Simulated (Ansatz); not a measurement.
**C4H9Cl (1-chlorobutane): levels of theory compared**

Wanted: a comparison of 6 runs (HF/STO-3G, HF/def2-SVP, B3LYP/6-31G*, PBE0/def2-SVP, PBE0/aug-cc-pVDZ) of C4H9Cl (1-chlorobutane). 

Program for the calculation: Ansatz 0.2.0.

1 further run of the same task is left out (set aside as unsound or not needed).

## 1. Starting point

C4H9Cl: 14 atoms, total charge 0, spin state singlet. SMILES: `CCCCCl`. The coordinates come from a PBE0-D4/def2-TZVP relaxation. This is one conformer, not always the lowest.

Bond lengths: C1–C2 1.518 Å, C2–C3 1.519 Å, C3–C4 1.510 Å, C4–Cl5 1.790 Å, C1–H6 1.094 Å, C1–H7 1.093 Å, C1–H8 1.092 Å, C2–H9 1.094 Å, C2–H10 1.096 Å, C3–H11 1.095 Å, C3–H12 1.098 Å, C4–H13 1.091 Å, C4–H14 1.089 Å. Some angles: C1–C2–C3 112.5°, C2–C3–C4 114.4°, C3–C4–Cl5 112.2°, C1–C2–H9 109.9°, C1–C2–H10 109.8°, C3–C2–H9 109.1°, C3–C2–H10 109.1°, C2–C1–H6 111.4°, C2–C1–H7 111.1°, C2–C1–H8 111.4°.

## 2. Energy and forces at HF/STO-3G (run 1)

molecule.yaml reads:

```yaml
crystal:
  periodic: [false, false, false]
  atoms:
    - {symbol: C, position_ang: [-1.524400, 0.759500, 0.972100]}
    - {symbol: C, position_ang: [-0.619100, 0.408500, -0.195200]}
    - {symbol: C, position_ang: [0.553200, -0.463500, 0.220100]}
    - {symbol: C, position_ang: [1.473800, -0.851500, -0.912800]}
    - {symbol: Cl, position_ang: [2.323200, 0.561500, -1.610000]}
    - {symbol: H, position_ang: [-1.939800, -0.138700, 1.438100]}
    - {symbol: H, position_ang: [-0.976300, 1.307300, 1.743600]}
    - {symbol: H, position_ang: [-2.360800, 1.385100, 0.653500]}
    - {symbol: H, position_ang: [-0.238300, 1.323100, -0.658700]}
    - {symbol: H, position_ang: [-1.195700, -0.111200, -0.969500]}
    - {symbol: H, position_ang: [1.135500, 0.036600, 1.001100]}
    - {symbol: H, position_ang: [0.177600, -1.396000, 0.661200]}
    - {symbol: H, position_ang: [0.925600, -1.313600, -1.734800]}
    - {symbol: H, position_ang: [2.252500, -1.536300, -0.579900]}
basis:
  gaussian: {orbitals: STO-3G}
accuracy: high
hamiltonian: {xc: hf}
output: {forces: true, orbitals: {seedname: orbitals}}
```

On the command line:

```bash
$ ansatz run molecule.yaml --threads 1 --pin off --max-ram 2610MiB --events-out events.jsonl --progress --plain --runs-dir runs
```

What it wrote:

```text
Warning: RAYON_NUM_THREADS=1 ignored (pool sized by the plan → 1); use --threads N
[... 12 lines left out ...]
Total energy: -16584.37308288 eV, -609.4644695040 hartree
[... 14 lines left out ...]
Dipole moment:    -0.278160    -0.362164     0.228404 e Å
```

Run time: 1.3 s. Hardware: 1 thread of Arm Neoverse V2, shared host; peak memory 0.092 GiB.

## 3. Energy and gradient at HF/def2-SVP (run 2)

job.yaml reads:

```yaml
crystal:
  periodic: [false, false, false]
  atoms:
    - {symbol: C, position_ang: [-1.524400, 0.759500, 0.972100]}
    - {symbol: C, position_ang: [-0.619100, 0.408500, -0.195200]}
    - {symbol: C, position_ang: [0.553200, -0.463500, 0.220100]}
    - {symbol: C, position_ang: [1.473800, -0.851500, -0.912800]}
    - {symbol: Cl, position_ang: [2.323200, 0.561500, -1.610000]}
    - {symbol: H, position_ang: [-1.939800, -0.138700, 1.438100]}
    - {symbol: H, position_ang: [-0.976300, 1.307300, 1.743600]}
    - {symbol: H, position_ang: [-2.360800, 1.385100, 0.653500]}
    - {symbol: H, position_ang: [-0.238300, 1.323100, -0.658700]}
    - {symbol: H, position_ang: [-1.195700, -0.111200, -0.969500]}
    - {symbol: H, position_ang: [1.135500, 0.036600, 1.001100]}
    - {symbol: H, position_ang: [0.177600, -1.396000, 0.661200]}
    - {symbol: H, position_ang: [0.925600, -1.313600, -1.734800]}
    - {symbol: H, position_ang: [2.252500, -1.536300, -0.579900]}
basis:
  gaussian:
    orbitals: def2-SVP
output: {forces: true, orbitals: {seedname: orbitals}}
hamiltonian:
  xc: hf
accuracy: high
```

On the command line:

```bash
$ ansatz run job.yaml --threads 1 --pin off --max-ram 2610MiB --events-out events.jsonl --progress --plain --runs-dir runs
```

What it wrote:

```text
Warning: RAYON_NUM_THREADS=1 ignored (pool sized by the plan → 1); use --threads N
[... 12 lines left out ...]
Total energy: -16761.13101682 eV, -615.9602037656 hartree
[... 14 lines left out ...]
Dipole moment:    -0.237375    -0.317793     0.193943 e Å
```

Run time: 9.6 s. Hardware: 1 thread of Arm Neoverse V2, shared host; peak memory 0.45 GiB.

Runs 3 to 5 aren't shown in full; the table further down has their settings and results.

## 4. Energy and forces at PBE0/aug-cc-pVDZ (run 6)

in.yaml reads:

```yaml
crystal:
  periodic: [false, false, false]
  atoms:
    - {symbol: C, position_ang: [-1.524400, 0.759500, 0.972100]}
    - {symbol: C, position_ang: [-0.619100, 0.408500, -0.195200]}
    - {symbol: C, position_ang: [0.553200, -0.463500, 0.220100]}
    - {symbol: C, position_ang: [1.473800, -0.851500, -0.912800]}
    - {symbol: Cl, position_ang: [2.323200, 0.561500, -1.610000]}
    - {symbol: H, position_ang: [-1.939800, -0.138700, 1.438100]}
    - {symbol: H, position_ang: [-0.976300, 1.307300, 1.743600]}
    - {symbol: H, position_ang: [-2.360800, 1.385100, 0.653500]}
    - {symbol: H, position_ang: [-0.238300, 1.323100, -0.658700]}
    - {symbol: H, position_ang: [-1.195700, -0.111200, -0.969500]}
    - {symbol: H, position_ang: [1.135500, 0.036600, 1.001100]}
    - {symbol: H, position_ang: [0.177600, -1.396000, 0.661200]}
    - {symbol: H, position_ang: [0.925600, -1.313600, -1.734800]}
    - {symbol: H, position_ang: [2.252500, -1.536300, -0.579900]}
basis:
  gaussian:
    orbitals: aug-cc-pVDZ
hamiltonian:
  xc: {name: PBE0}
output: {forces: true, orbitals: {seedname: orbitals}}
accuracy: high
```

On the command line:

```bash
$ ansatz run in.yaml --threads 1 --pin off --max-ram 2610MiB --events-out events.jsonl --progress --plain --runs-dir runs
```

What it wrote:

```text
Warning: RAYON_NUM_THREADS=1 ignored (pool sized by the plan → 1); use --threads N
[... 16 lines left out ...]
Total energy: -16809.20977669 eV, -617.7270656016 hartree
[... 14 lines left out ...]
Dipole moment:    -0.250936    -0.295743     0.196965 e Å
```

It took 50 s on 1 thread of Arm Neoverse V2, shared host; peak memory 1.3 GiB.

## 5. Overview of the runs

| run | level | Cartesian functions | energy (Eh) | dipole moment (D) | HOMO energy (eV) | LUMO energy (eV) | wall time |
| --- | --- | --- | --- | --- | --- | --- | --- |
| 1 | HF/STO-3G | no | -609.464470 | 2.45 | -10.08 | 10.20 | 1.3 s |
| 2 | HF/def2-SVP | no | -615.960204 | 2.12 | -11.47 | 4.65 | 9.6 s |
| 3 | B3LYP/6-31G* (spherical functions) | no | -618.046572 | 2.10 | -7.84 | 1.09 | 14 s |
| 4 | B3LYP/6-31G* (Cartesian functions) | yes | -618.052711 | 2.10 | -7.84 | 1.09 | 14 s |
| 5 | PBE0/def2-SVP | no | -617.445864 | 1.90 | -8.05 | 1.52 | 18 s |
| 6 | PBE0/aug-cc-pVDZ | no | -617.727066 | 2.09 | -8.26 | -0.08 | 50 s |

## 6. What came out

| quantity | value |
| --- | --- |
| run 6: total energy | -617.72707 Eh |
| run 6: dipole moment | 2.09 D |
| run 6: HOMO energy | -8.26 eV |
| run 6: LUMO energy | -0.08 eV |
| run 6: HOMO–LUMO gap | 8.19 eV |
| run 6: largest force on an atom | 0.302 eV/Å |

In words: The dipole moment (its size) runs from 1.90 D (PBE0/def2-SVP) to 2.45 D (HF/STO-3G). The two ends differ in method and basis. The HOMO–LUMO gap runs from 8.19 eV (PBE0/aug-cc-pVDZ) to 20.28 eV (HF/STO-3G). Totals of different functionals can't be ranked against each other. In run 1 the basis is minimal, so the values are rough. All runs together took 1.8 min, the longest 50 s.
